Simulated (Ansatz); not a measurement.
How far each method lies from full CI for OH⁺, singlet

Geometry: that of the OH, doublet, kept fixed. The triplet lies 2.4 eV lower here.

```xyz
2

O     0.0000    0.0000    0.0000
H     0.0000    0.0000    0.9731
```

Basis cc-pVDZ; Ansatz 0.2.0. Only valence electrons are correlated (noble-gas cores frozen), which leaves 6 electrons in 18 orbitals. R marks a restricted (for open shells ROHF) determinant, U an unrestricted one. Active spaces: valence = (6e, 5o) chosen from the atoms' valence shells.

Full CI is exact within this basis and frozen core; it isn't the basis-set limit. The frozen core follows each run's orbitals, which can shift R against U totals by a few meV.

The determinant fills πx and πy unequally, so it is a mixture of Σ and Δ, which weighs on every level built on one determinant.

The determinant has the irrep A1, whose lowest full-CI state lies within 3 meV of the A2 state that serves as the reference; occupations given are those of the former.

```
UHF ⟨S²⟩                          : 1.005
T1 diagnostic (RCCSD)             : 0.0059
largest doubles amplitude (RCCSD) : 0.423
```

```
                   level  E − E(full CI) (kcal/mol)  share of correlation (%)  wall time
                     RHF                     110.45                      0.00          –
                    UHF†                      51.03                         –          –
                    RMP2                      32.83                     70.28          –
                   UMP2†                     -15.44                         –          –
                    CISD                      15.94                     85.57     0.18 s
                   RCCSD                      10.68                     90.33          –
                 UCCSD*†                     -38.27                         –          –
                RCCSD(T)                       5.10                     95.39     0.21 s
              UCCSD(T)*†                     -46.21                         –     0.54 s
                 BCCD(T)                       5.13                     95.36      0.3 s
                 RCCSDT*                       0.18                     99.84          –
                UCCSDT*†                     -54.18                         –          –
                  CISDTQ                       0.33                     99.70     0.57 s
              RCCSDT(Q)*                      -0.06                    100.05     0.76 s
             UCCSDT(Q)*†                     -54.72                         –      4.5 s
                RCCSDTQ*                       0.01                     99.99      2.2 s
               UCCSDTQ*†                     -54.50                         –       22 s
  CASSCF (valence space)                      71.03                     35.69          –
  NEVPT2 (valence space)                      11.51                     89.58     0.15 s
  MRCISD (valence space)                       1.66                     98.49          –
MRCISD+Q (valence space)                      -0.19                    100.18     0.42 s
```

An asterisk marks runs whose energy the program itself flagged as in doubt. A dagger marks rows that describe another state than the reference (another or a broken symmetry, a higher spin or other natural occupations), so the difference holds a gap between states beside the method's error.

The correlation energy at full CI, counted from RHF, is -4.789 eV. That run took 0.84 s on 1 thread of AMD EPYC 7B13, shared host over 166,400 determinants.

Times hold each run's SCF and search for its determinant on a shared host, so for small cases they say little of a method's own cost; they ran on 1 thread of AMD EPYC 7B13.

More than 5 meV below full CI, which no variational method can be: MRCISD+Q (valence space).

Unrestricted levels hold only the spin's projection, and here they fall towards a lower state of higher spin.

The full-CI state has the irrep A2 of C2v, in the program's axes (one component, if the state is degenerate).

Natural occupations of full CI about the gap: 1.981 1.970 0.995 0.992 0.021 0.006 0.006 0.006 0.006 0.004; effectively unpaired electrons, Σ n²(2−n)², 2.01. No single determinant describes this state well, so single-reference rows can miss without a flag.
